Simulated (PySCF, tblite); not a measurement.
**NH3O (H3NO): isotopologues and vibrational averages**

How do isotopes change the rotational constants and shieldings of NH3O (H3NO) (`[NH3+][O-]`)?

Computed with tblite 0.8.0 (tight binding) and PySCF 2.14.0 (DFT, with response routines of our own); each step states its level. Atoms count from 0 throughout.

## Step 1: The molecule as given

5 atoms, charge 0, multiplicity 1; geometry from: force field or distance geometry start.

Bonds of the start (Å): N0–H2 1.07, N0–H3 1.05, N0–H4 1.04, N0–O1 1.30.

## Step 2: GFN2-xTB relaxation, lowest of a short conformer search

What the job is given:

```
{"job": {"xc": "GFN2-xTB", "basis": "xTB", "kind": "relax"}, "charge": 0, "multiplicity": 1}
N     -0.027000     0.017400    -0.020100
O      1.256000    -0.108900     0.173200
H     -0.565100    -0.058100     0.899200
H     -0.370500    -0.762400    -0.635900
H     -0.258900     0.923400    -0.485100
```

Command:

```sh
OMP_NUM_THREADS=1 python ens_run.py task.json out
```

One launch serves the whole session.

Standard output:

```text
step      E/eV     max force
  0    -228.14172    1.493
  1    -228.17616    0.371
  2    -228.18130    0.196
  3    -228.18358    0.212
  4    -228.18488    0.135
  5    -228.18522    0.033
  6    -228.18526    0.009
  7    -228.18526    0.006
  8    -228.18526    0.005
  9    -228.18527    0.004
```

Wall time 0.04 s (1 thread of Intel Xeon Platinum 8488C, shared host).

Gain 0.044 eV; displacement 0.02 Å root mean square.

## Step 3: Tight optimisation and Hessian

What the job is given:

```
{"job": {"xc": "B3LYP", "basis": "pcSseg-2", "grid": 2, "temperatures": [100, 298.15], "kind": "geom"}, "charge": 0, "multiplicity": 1}
N     -0.034515     0.005793    -0.020157
O      1.290442    -0.106265     0.185133
H     -0.562502    -0.045936     0.876967
H     -0.387453    -0.756148    -0.637471
H     -0.271484     0.913965    -0.473213
```

Standard output:

```text
step   0  E = -3584.9042065 eV  max force = 0.66060
step   1  E = -3584.9292774 eV  max force = 0.06117
step   2  E = -3584.9295953 eV  max force = 0.01397
step   3  E = -3584.9295982 eV  max force = 0.00508
step   4  E = -3584.9295987 eV  max force = 0.00018
step   5  E = -3584.9295987 eV  max force = 0.00018
harmonic wavenumbers (cm-1): 948.0 1150.0 1150.4 1542.7 1645.1 1645.2 3209.7 3220.0 3220.2
```

Wall time 91 s (1 thread of Intel Xeon Platinum 8488C, shared host); peak memory 0.49 GiB.

## Step 4: Displacements along the modes, parent

What the job is given:

```
{"job": {"xc": "B3LYP", "basis": "pcSseg-2", "grid": 2, "temperatures": [100, 298.15], "kind": "vib", "mass_numbers": [14, 16, 1, 1, 1]}, "charge": 0, "multiplicity": 1}
N     -0.023902     0.004892    -0.018531
O      1.316309    -0.108528     0.189332
H     -0.571105    -0.043065     0.854594
H     -0.400072    -0.737923    -0.627454
H     -0.286742     0.896034    -0.466682
```

Standard output:

```text
mode    cm-1    km/mol   phi_rrr   E(+)/cm-1  E(-)/cm-1
  1    947.95    69.04     446.9     187.88     155.80
  2   1150.02    24.37      -7.8     207.66     208.32
  3   1150.37    24.37       1.4     207.97     208.08
  4   1542.70     1.36     196.3     284.86     270.68
  5   1645.09     9.03     -38.5     294.65     297.43
  6   1645.23     9.04    -149.9     290.64     301.48
  7   3209.69   103.50   -1296.2     533.43     626.66
  8   3220.00     2.12     814.0     612.84     554.45
  9   3220.17     2.12     625.0     606.08     561.25
```

It took 69 s on 1 thread of Intel Xeon Platinum 8488C, shared host; peak memory 0.49 GiB.

## Step 5: Displacements along the modes, 2H at atom 2

What the job is given:

```
{"job": {"xc": "B3LYP", "basis": "pcSseg-2", "grid": 2, "temperatures": [100, 298.15], "kind": "vib", "mass_numbers": [14, 16, 2, 1, 1]}, "charge": 0, "multiplicity": 1}
N     -0.023902     0.004892    -0.018531
O      1.316309    -0.108528     0.189332
H     -0.571105    -0.043065     0.854594
H     -0.400072    -0.737923    -0.627454
H     -0.286742     0.896034    -0.466682
```

Standard output:

```text
mode    cm-1    km/mol   phi_rrr   E(+)/cm-1  E(-)/cm-1
  1    919.23    16.17    -180.1     159.49     172.30
  2    952.78    57.36    -409.1     157.66     187.15
  3   1121.45    22.15      -0.2     202.71     202.70
  4   1422.50     0.27      -0.9     256.10     256.08
  5   1439.93    12.32     103.9     263.32     255.89
  6   1628.09    11.61     161.3     298.84     287.14
  7   2346.53    23.16   -1507.8     372.30     480.55
  8   3213.33    67.87   -1645.8     522.92     641.19
  9   3219.06     1.84     -64.3     581.18     585.79
```

It took 72 s on 1 thread of Intel Xeon Platinum 8488C, shared host; peak memory 0.49 GiB.

## Step 6: Displacements along the modes, 17O at atom 1

What the job is given:

```
{"job": {"xc": "B3LYP", "basis": "pcSseg-2", "grid": 2, "temperatures": [100, 298.15], "kind": "vib", "mass_numbers": [14, 17, 1, 1, 1]}, "charge": 0, "multiplicity": 1}
N     -0.023902     0.004892    -0.018531
O      1.316309    -0.108528     0.189332
H     -0.571105    -0.043065     0.854594
H     -0.400072    -0.737923    -0.627454
H     -0.286742     0.896034    -0.466682
```

Standard output:

```text
mode    cm-1    km/mol   phi_rrr   E(+)/cm-1  E(-)/cm-1
  1    934.09    67.08     437.2     185.00     153.62
  2   1148.37    25.01      -7.8     207.38     208.03
  3   1148.73    25.01       1.4     207.69     207.79
  4   1541.62     1.17     200.0     284.80     270.35
  5   1645.09     9.02     -38.4     294.65     297.43
  6   1645.23     9.03    -149.9     290.63     301.48
  7   3209.56   103.78   -1296.6     533.40     626.65
  8   3219.99     2.11     814.1     612.84     554.44
  9   3220.16     2.11     624.9     606.08     561.26
```

Run time: 75 s. Hardware: 1 thread of Intel Xeon Platinum 8488C, shared host; peak memory 0.49 GiB.

## Step 7: Displacements along the modes, 15N at atom 0, 17O at atom 1

What the job is given:

```
{"job": {"xc": "B3LYP", "basis": "pcSseg-2", "grid": 2, "temperatures": [100, 298.15], "kind": "vib", "mass_numbers": [15, 17, 1, 1, 1]}, "charge": 0, "multiplicity": 1}
N     -0.023902     0.004892    -0.018531
O      1.316309    -0.108528     0.189332
H     -0.571105    -0.043065     0.854594
H     -0.400072    -0.737923    -0.627454
H     -0.286742     0.896034    -0.466682
```

Standard output:

```text
mode    cm-1    km/mol   phi_rrr   E(+)/cm-1  E(-)/cm-1
  1    917.91    64.72     425.5     181.63     151.08
  2   1142.61    26.07       7.4     206.99     206.37
  3   1142.97    26.06      -1.4     206.77     206.66
  4   1538.40     1.50    -192.9     270.03     283.97
  5   1642.21     9.03      40.4     296.98     294.05
  6   1642.35     9.04    -148.9     290.15     300.92
  7   3208.32   102.81   -1293.9     533.27     626.32
  8   3210.94     2.03     800.4     610.68     553.27
  9   3211.10     2.04     644.8     605.17     558.92
```

Run time: 72 s. Hardware: 1 thread of Intel Xeon Platinum 8488C, shared host; peak memory 0.49 GiB.

## Step 8: Displacements along the modes, 15N at atom 0

What the job is given:

```
{"job": {"xc": "B3LYP", "basis": "pcSseg-2", "grid": 2, "temperatures": [100, 298.15], "kind": "vib", "mass_numbers": [15, 16, 1, 1, 1]}, "charge": 0, "multiplicity": 1}
N     -0.023902     0.004892    -0.018531
O      1.316309    -0.108528     0.189332
H     -0.571105    -0.043065     0.854594
H     -0.400072    -0.737923    -0.627454
H     -0.286742     0.896034    -0.466682
```

Standard output:

```text
mode    cm-1    km/mol   phi_rrr   E(+)/cm-1  E(-)/cm-1
  1    931.89    66.65     435.1     184.52     153.29
  2   1144.27    25.41      -7.4     206.65     207.28
  3   1144.62    25.40       1.4     206.95     207.05
  4   1539.56     1.72    -189.1     270.37     284.04
  5   1642.21     9.04      40.4     296.98     294.05
  6   1642.35     9.05    -148.9     290.15     300.92
  7   3208.44   102.53   -1293.6     533.30     626.33
  8   3210.94     2.04     799.5     610.65     553.30
  9   3211.11     2.05     646.5     605.24     558.86
```

Run time: 66 s. Hardware: 1 thread of Intel Xeon Platinum 8488C, shared host; peak memory 0.49 GiB.

## Step 9: Displacements along the modes, 15N at atom 0, 2H at atom 2

What the job is given:

```
{"job": {"xc": "B3LYP", "basis": "pcSseg-2", "grid": 2, "temperatures": [100, 298.15], "kind": "vib", "mass_numbers": [15, 16, 2, 1, 1]}, "charge": 0, "multiplicity": 1}
N     -0.023902     0.004892    -0.018531
O      1.316309    -0.108528     0.189332
H     -0.571105    -0.043065     0.854594
H     -0.400072    -0.737923    -0.627454
H     -0.286742     0.896034    -0.466682
```

Standard output:

```text
mode    cm-1    km/mol   phi_rrr   E(+)/cm-1  E(-)/cm-1
  1    914.54    21.63    -220.8     157.17     172.92
  2    936.96    49.96    -377.3     155.78     183.02
  3   1113.69    23.05      -0.2     201.32     201.31
  4   1420.80     0.25      -1.0     255.79     255.78
  5   1435.95    12.88      95.9     262.31     255.47
  6   1625.00    11.67     161.6     298.29     286.57
  7   2337.35    22.35   -1497.5     370.98     478.49
  8   3209.31    66.78   -1676.6     521.29     641.75
  9   3209.93     2.64    -587.5     560.94     603.09
```

It took 65 s on 1 thread of Intel Xeon Platinum 8488C, shared host; peak memory 0.49 GiB.

## Step 10: Displacements along the modes, 2H at atom 2, 2H at atom 3

What the job is given:

```
{"job": {"xc": "B3LYP", "basis": "pcSseg-2", "grid": 2, "temperatures": [100, 298.15], "kind": "vib", "mass_numbers": [14, 16, 2, 2, 1]}, "charge": 0, "multiplicity": 1}
N     -0.023902     0.004892    -0.018531
O      1.316309    -0.108528     0.189332
H     -0.571105    -0.043065     0.854594
H     -0.400072    -0.737923    -0.627454
H     -0.286742     0.896034    -0.466682
```

Standard output:

```text
mode    cm-1    km/mol   phi_rrr   E(+)/cm-1  E(-)/cm-1
  1    881.97     3.65       0.4     159.04     159.16
  2    938.60    58.60    -401.7     155.36     184.19
  3    981.20    16.65     189.9     183.93     170.13
  4   1183.57     4.53      84.3     216.06     209.97
  5   1406.10     3.72     106.9     257.16     249.40
  6   1474.86    15.13      -0.1     265.75     265.88
  7   2316.11    40.98    1010.5     455.13     382.47
  8   2376.27     2.14      -1.2     429.82     429.91
  9   3215.84    34.50   -2429.9     499.40     673.62
```

Wall time 65 s (1 thread of Intel Xeon Platinum 8488C, shared host); peak memory 0.49 GiB.

## Step 11: Vibrational averages by isotopologue

What the job is given:

```
{"job": {"xc": "B3LYP", "basis": "pcSseg-2", "grid": 2, "temperatures": [100, 298.15], "kind": "iso"}, "charge": 0, "multiplicity": 1}
N     -0.023902     0.004892    -0.018531
O      1.316309    -0.108528     0.189332
H     -0.571105    -0.043065     0.854594
H     -0.400072    -0.737923    -0.627454
H     -0.286742     0.896034    -0.466682
```

Standard output:

```text
parent
  Be/MHz 185139.211 27048.407 27048.371
  B0/MHz 181783.891 26909.409 26909.582
  ZPE/cm-1 8865.6
  <sigma>(0 K)/ppm 125.198 111.707 23.346 23.345 23.344
2H at atom 2
  Be/MHz 142139.876 25570.659 24545.085
  B0/MHz 139905.104 25437.67 24388.196
  ZPE/cm-1 8131.5
  <sigma>(0 K)/ppm 126.399 113.006 23.515 23.382 23.382
17O at atom 1
  Be/MHz 185139.211 26300.218 26300.184
  B0/MHz 181782.835 26169.713 26169.876
  ZPE/cm-1 8856.4
  <sigma>(0 K)/ppm 125.164 112.116 23.343 23.343 23.342
15N at atom 0, 17O at atom 1
  Be/MHz 185139.211 25761.211 25761.179
  B0/MHz 181796.008 25640.109 25640.263
  ZPE/cm-1 8828.4
  <sigma>(0 K)/ppm 125.131 112.589 23.343 23.342 23.342
15N at atom 0
  Be/MHz 185139.211 26516.234 26516.2
  B0/MHz 181797.072 26386.791 26386.954
  ZPE/cm-1 8837.7
  <sigma>(0 K)/ppm 125.165 112.174 23.345 23.344 23.344
15N at atom 0, 2H at atom 2
  Be/MHz 141990.302 25142.329 24145.838
  B0/MHz 139771.812 25017.47 23997.322
  ZPE/cm-1 8101.8
  <sigma>(0 K)/ppm 126.366 113.480 23.515 23.381 23.382
2H at atom 2, 2H at atom 3
  Be/MHz 113005.025 23949.993 22883.848
  B0/MHz 111385.005 23808.31 22724.781
  ZPE/cm-1 7387.3
  <sigma>(0 K)/ppm 127.602 114.360 23.555 23.554 23.421
```

Wall time 9.6 min (1 thread of Intel Xeon Platinum 8488C, shared host); peak memory 0.49 GiB. This counts the whole study up to here.

Rotational constants (MHz) at equilibrium and in the ground state:

```csv
isotopologue,Be,B0,zero-point change (cm⁻¹)
parent,"185139.2, 27048.4, 27048.4","181783.9, 26909.4, 26909.6",0.0
2H at atom 2,"142139.9, 25570.7, 24545.1","139905.1, 25437.7, 24388.2",-734.2
17O at atom 1,"185139.2, 26300.2, 26300.2","181782.8, 26169.7, 26169.9",-9.2
"15N at atom 0, 17O at atom 1","185139.2, 25761.2, 25761.2","181796.0, 25640.1, 25640.3",-37.2
15N at atom 0,"185139.2, 26516.2, 26516.2","181797.1, 26386.8, 26387.0",-27.9
"15N at atom 0, 2H at atom 2","141990.3, 25142.3, 24145.8","139771.8, 25017.5, 23997.3",-763.8
"2H at atom 2, 2H at atom 3","113005.0, 23950.0, 22883.8","111385.0, 23808.3, 22724.8",-1478.4
```

Shieldings of the first species (ppm): at equilibrium, the vibrational parts at 0 K, and the averages:

```
atom  equilibrium  anharmonic  harmonic     0 K   100 K  298.15 K
  N0       135.66       -6.09     -4.37  125.20  125.22    125.32
  O1       153.18      -12.95    -28.52  111.71  111.06    109.15
  H2        24.13       -0.40     -0.39   23.35   23.35     23.35
  H3        24.13       -0.40     -0.39   23.34   23.35     23.35
  H4        24.13       -0.40     -0.39   23.34   23.35     23.35
```

Isotope effects on the shieldings at 0 K (ppb; positive means more shielded):

```
atom  2H at atom 2  17O at atom 1  15N at atom 0, 17O at atom 1  15N at atom 0  15N at atom 0, 2H at atom 2  2H at atom 2, 2H at atom 3
  N0          1201            -34                           -68            -33                         1168                        2404
  O1          1299            409                           882            468                         1773                        2653
  H2           169             -2                            -2              0                          169                         209
  H3            38             -2                            -2              0                           37                         210
  H4            38             -2                            -2              0                           38                          76
```

## Step 12: Results

| quantity | value |
| --- | --- |
| point group | C3v |
| B0 of the first species | 181783.9, 26909.4, 26909.6 MHz |
| zero-point energy | 8866 cm⁻¹ |
| zero-point change of σ(O1) | -41.47 ppm |

**Reading.** Zero-point motion changes the shielding of O1 most, by -41.47 ppm. The largest secondary isotope effect is 2653 ppb on O1, 2 bonds from the change (2H at atom 2, 2H at atom 3).
